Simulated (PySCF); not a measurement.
Consider isobutyronitrile, `CC(C)C#N` (C4H7N). Atom numbers as in the mapped SMILES `[CH3:1][CH:2]([CH3:3])[C:4]#[N:5]`.

Level of theory: ωB97X-D3(BJ)/ma-def2-TZVP single points in PySCF, grid level 2; every species was optimised with PBE0-D3(BJ)/def2-SVP. The prefix ma- adds one diffuse s and one diffuse p function on all atoms but H. Thermal corrections: PBE0-D3(BJ)/def2-SVP frequencies, unscaled, ideal gas at 298.15 K and 1 bar, quasi-RRHO entropy.

What are the vertical and the adiabatic ionisation energy for forming the radical cation?

11.78 eV vertical and 11.30 eV adiabatic, the latter with zero-point energy.

Where does the unpaired spin of the relaxed radical cation sit?

N5 (nitrile nitrogen) 0.56, H (on C2) 0.17, C2 (carbon α to the nitrile) 0.15 (intrinsic atomic orbital populations).

What oxidation potential follows in THF (IEF-PCM), given that Fc+/Fc comes at 4.74 V absolute with this functional and basis?

In the gas phase ΔG of oxidation is 11.264 eV, and solvation is -23.1 kJ/mol for the parent and -230.7 kJ/mol for the product, so the absolute potential is 9.11 V, or 4.37 V against Fc+/Fc. Fc+/Fc in THF, 4.74 V, is ωB97X-D3(BJ)/ma-def2-TZVP on PBE0-D3(BJ)/def2-SVP structures with GFN2-xTB thermal terms. Benchmark calculations put it near 5.0 V in acetonitrile and DMSO, so it is about 0.3 V low, and the value against it can read up to that much too high. The solvent is electrostatics only, on gas-phase structures; the absolute scale refers to an electron at rest in vacuum.

How far is −ε(HOMO) from the vertical value by ΔSCF?

−ε(HOMO) = 11.72 eV, which is 0.06 eV below the ΔSCF value.
